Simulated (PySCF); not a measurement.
System (SMILES): C (CH4).
Geometry (B3LYP-D3(BJ)/def2-TZVP, fixed):
```xyz
5

C      0.0000     0.0000     0.0000
H      0.6205     0.6269     0.6390
H     -0.6429    -0.6249     0.6185
H      0.6369    -0.6328    -0.6166
H     -0.6146     0.6308    -0.6409
```

How fast the isotropic shielding of C1 converges with the basis for several methods (PySCF): deviation from each method's own reference, in ppm. References: HF 193.27 ppm, the value in pcseg-3; PBE 190.18 ppm, the value in pcseg-3; PBE0 192.14 ppm, the value in pcseg-3. All functions are spherical. Core-valence sets carry the plain set on hydrogen. No added dispersion term, no relativity. GIAO; atoms are numbered in the order shown.

```tsv
basis	functions	HF	PBE	PBE0
pcseg-0	17	___	12.65	13.48
pcSseg-1	37	___	-1.76	-1.29
6-311G**	42	___	3.03	2.97
def2-SVPD	52	___	5.25	5.61
aug-pcseg-1	59	___	6.03	6.45
6-311++G(2d,2p)	67	___	2.31	2.23
cc-pCVTZ	99	___	0.40	0.78
aug-pcseg-2	138	___	1.49	1.24
```

Q: Complete the blanks.

A: 
- pcseg-0, HF: 15.20
- pcSseg-1, HF: 0.03
- 6-311G**, HF: 3.17
- def2-SVPD, HF: 6.50
- aug-pcseg-1, HF: 7.61
- 6-311++G(2d,2p), HF: 2.47
- cc-pCVTZ, HF: 2.02
- aug-pcseg-2, HF: 0.71

Mean absolute deviation over 6-311G**, 6-311++G(2d,2p), cc-pCVTZ, aug-pcseg-2: PBE0 1.80, PBE 1.81, HF 2.09 ppm.
